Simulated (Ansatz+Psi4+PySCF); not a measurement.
A calculation with Psi4 1.11.

```
molecule {
0 2
C -0.622000 0.624900 0.842300
C 0.050500 -0.050700 -0.068300
H -1.701100 0.580400 0.851200
O 0.652300 -0.655300 -0.883200
}

set basis cc-pVTZ
set reference uhf
set scf_type pk
energy('scf')
```

The input is written out from the run's settings.

Results

```
Converged                       : yes
Total energy                    : -151.13356 hartree
Spin squared of the determinant : 0.795
```
